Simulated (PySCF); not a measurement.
Gas-phase reaction: 3 vinylsilane + 2 H3SiOH ⇌ 3 SiH4 + 2 SiO + 2 C3H7 (i-propyl)

Energies from PySCF (xtb for GFN2), thermal terms from the rigid-rotor harmonic-oscillator model, ideal gas at 1 bar. † marks an energy on the PBE0/def2-TZVP geometry and frequencies; other levels use their own. MP2 freezes the core. Open shells (unrestricted): C3H7 (i-propyl) (multiplicity 2); the rest are closed-shell singlets. GFN2 has no spin-polarisation term. B3LYP is the form with VWN-RPA correlation. H3SiOH: computed as isolated molecules; such fragments, hydroxides, amides, oligomers or adducts are transient or little studied in the gas. MP2 isn't extrapolated to the basis-set limit; its ΔH°(298 K) is 293.5 kJ in def2-SVP and 364.2 kJ in def2-TZVPP. The harmonic model lacks anharmonicity and excited electronic states, which grow with temperature; levels with a mode under 35 cm⁻¹ are left out. Internal rotation in vinylsilane, H3SiOH, C3H7 (i-propyl) is treated as a harmonic vibration of one conformer, which makes the entropy rough.

| level | ΔE electronic, kJ | ΔH°(298 K), kJ | ΔS°(298 K), J/K | ΔG°(800 K), kJ |
|---|---|---|---|---|
| B3LYP/def2-TZVP† | 312 | 316 | 250 | 123 |
| GFN2-xTB | 247 | 263 | 249 | 75 |
| HF/def2-TZVP† | 319 | 323 | 250 | 130 |
| MP2/def2-TZVPP† | 360 | 364 | 250 | 171 |
| PBE0/def2-QZVP† | 341 | 345 | 250 | 152 |
| PBE0/def2-TZVP | 335 | 339 | 250 | 146 |
| ωB97M-V/def2-TZVP† | 341 | 346 | 250 | 152 |
ΔH° is lowest at GFN2-xTB and highest at MP2/def2-TZVPP†. No reference value is set beside these.
